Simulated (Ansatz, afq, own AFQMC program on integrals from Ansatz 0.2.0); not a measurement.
Integrals from Ansatz 0.2.0, then the random walk in our own AFQMC program (afq).

```yaml
crystal:
  periodic: [false, false, false]
  atoms:
    - {symbol: Ge, position_ang: [0.000000, 0.000000, 0.000000]}
    - {symbol: H, position_ang: [0.000000, 0.000000, 2.532000]}
basis:
  gaussian: {orbitals: cc-pVTZ}
magnetization: {spin_polarized: false, initial_magnetization: 1}
correlation: {method: ccsd_t, electrons: outside_noble_gas, hamiltonian_folder: ham}
```

```sh
$ ansatz run in.yaml --threads 1 --pin off --events-out ev --progress --plain --max-ram 16896MiB --backend cuda --devices 0, --max-vram 18GiB
```

Options of the walk:

```
--method phaseless --trial hf --walkers 4000 --populations 20 --least-time 40 --time-step 0.005 --steps-per-block 20 --equilibration-blocks 160 --max-blocks 4000 --target-error 0.00135 --factor-cut 1e-05 --start spin_pure --seed 6661 --taylor-order 6
```

Times are imaginary, in 1/Eh. The walk had a cap of 52 s. With eight or more populations the least sampling time is a fifth of least-time, and the error comes from their spread. Filled inner d shells are frozen with the cores.

Output of the walk:

```
orbitals 43  electrons 3 2  factors 289 of 356
reference energy -2075.84858818 Eh
CCSD correlation -0.11342339 Eh in 15 cycles, weight of the determinant in the CISD state 0.8540
energy of the start -2075.848628 Eh
 block  time / (1/Eh)  mean weight  energy / Eh
     1     0.100  1.0003  -2075.862668
     2     0.200  1.0003  -2075.873960
     3     0.300  1.0004  -2075.883405
     4     0.400  1.0006  -2075.892025
     5     0.500  1.0004  -2075.899516
     7     0.700  1.0004  -2075.910494
     9     0.900  1.0001  -2075.918109
    13     1.300  1.0003  -2075.930938
    25     2.500  1.0001  -2075.946456
    37     3.700  1.0000  -2075.953949
    49     4.900  0.9999  -2075.958933
    61     6.100  1.0000  -2075.955991
    73     7.300  1.0002  -2075.958810
    85     8.500  1.0003  -2075.959019
    97     9.700  1.0001  -2075.962741
   109    10.900  0.9999  -2075.965053
   121    12.100  1.0000  -2075.961807
   127    12.700  1.0000  -2075.965956
   133    13.300  1.0001  -2075.961293
   145    14.500  1.0001  -2075.961719
   157    15.700  1.0001  -2075.959806
   169    16.900  0.9999  -2075.960456
   181    18.100  1.0000  -2075.961296
   193    19.300  0.9996  -2075.959999
   205    20.500  1.0000  -2075.957534
   217    21.700  1.0002  -2075.955043
   229    22.900  1.0000  -2075.957313
   235    23.500  0.9994  -2075.958461
error from the spread of 20 populations
energy -2075.959060 +/- 0.001093 Eh
(rows thinned)
```

The run passed its tests (sampling time, drift between the halves within three errors, error under three times the target), which doesn't prove that it has relaxed. The second half of the sampling lies above the first by 1.8 errors of their difference, so the energy may still be moving and its error bar be too small.

Against this walk (error 29.8 meV) on the same determinant: CCSD(T) 211.1 meV lower, CCSDT(Q) 246.4 meV lower, CCSDTQ 247.3 meV lower, full CI 247.3 meV lower, a separate phaseless walk with a CISD trial and standard settings 213.3 ± 29.8 meV lower. The error is statistical and leaves out the bias of the constraint. Full CI is exact here, so the walk's 247 meV above it is the walk's own error: the bias of the constraint with this trial, or a walk that hasn't relaxed. It lies above even CCSD, by 80 meV.

Cautions: constraint bias not in the error; no relativity below Rb; no spin-orbit coupling; inner d shell frozen; a spin-contaminated unrestricted determinant lies lower (UHF 648 meV lower, ⟨S²⟩ 1.42); strong correlation (T1 0.049, weight of the determinant 0.85, largest double 0.24).

The walk took 50 s on 1 × NVIDIA H100 80GB HBM3 with 2 threads of AMD EPYC 7R13 Processor (Zen 3) (shared host) (the card was shared). The log's last line is the phaseless energy.

CCSDT and higher add their correlation energy to the determinant of the CCSD(T) run, since their own runs factorise the integrals more tightly (a shift of under 2 meV).
